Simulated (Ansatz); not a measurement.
Geometry optimisation, RKS B3LYP/def2-SVP (Ansatz 0.2.0).

input.yaml

```yaml
crystal:
  periodic: [false, false, false]
  atoms:
    - { symbol: O, position_ang: [-0.4177, 0.5999, 1.8821] }
    - { symbol: C, position_ang: [-0.5179, 0.03, 0.5959] }
    - { symbol: "N", position_ang: [0.6751, 0.2621, -0.1697] }
    - { symbol: C, position_ang: [0.7626, -0.2766, -1.3234] }
    - { symbol: F, position_ang: [1.98745, -0.07496, -1.99227] }
    - { symbol: H, position_ang: [0.4123, 1.0781, 1.8761] }
    - { symbol: H, position_ang: [-1.3548, 0.45, 0.0756] }
    - { symbol: H, position_ang: [-0.6429, -1.0206, 0.7525] }
    - { symbol: H, position_ang: [0.05472, -0.8698, -1.75297] }
basis:
  gaussian: { orbitals: def2-SVP }
hamiltonian:
  xc: b3lyp
relax:
  f_tol: 0.015
  max_steps: 40
```

Run as:

```bash
$ ansatz run input.yaml --threads 1 --pin off --max-ram 2048MiB --backend cpu --events-out ev --progress --plain --runs-dir out
```

Where does it end, and by what steps?

The forces met the threshold. After 18 steps the energy has fallen by 0.539 eV; H9 moved furthest, 0.67 Å.

| step | energy less start (eV) | largest force component (eV/Å) | accepted |
| --- | --- | --- | --- |
| 0 | 0.0000 | 4.847 | yes |
| 1 | -0.3346 | 2.032 | yes |
| 2 | -0.3942 | 1.153 | yes |
| 3 | -0.4195 | 0.870 | yes |
| 4 | -0.4511 | 0.249 | yes |
| 5 | -0.4688 | 0.158 | yes |
| 6 | -0.4855 | 0.322 | yes |
| 7 | -0.3677 | 2.693 | no |
| 8 | -0.5007 | 0.171 | yes |
| 9 | -0.5157 | 0.386 | yes |
| 10 | -0.5187 | 0.401 | yes |
| 11 | -0.5242 | 0.283 | yes |
| 12 | -0.5249 | 0.405 | yes |
| 13 | -0.5325 | 0.197 | yes |
| 14 | -0.5367 | 0.153 | yes |
| 15 | -0.5384 | 0.069 | yes |
| 16 | -0.5387 | 0.046 | yes |
| 17 | -0.5387 | 0.027 | yes |
| 18 | -0.5388 | 0.009 | yes |

```xyz
9
Properties=species:S:1:pos:R:3
O -0.114 0.231 1.873
C -0.542 0.123 0.549
N 0.516 0.495 -0.371
C 0.855 -0.313 -1.260
F 1.819 -0.019 -2.128
H 0.268 1.114 1.982
H -1.403 0.789 0.333
H -0.884 -0.922 0.418
H 0.443 -1.320 -1.453
```

Whether the end is a true minimum wasn't checked by a vibrational analysis.

The run took 38 s on 1 thread of Intel(R) Xeon(R) 6975P-C (Granite Rapids), with other jobs on the host, peak memory 0.18 GiB.
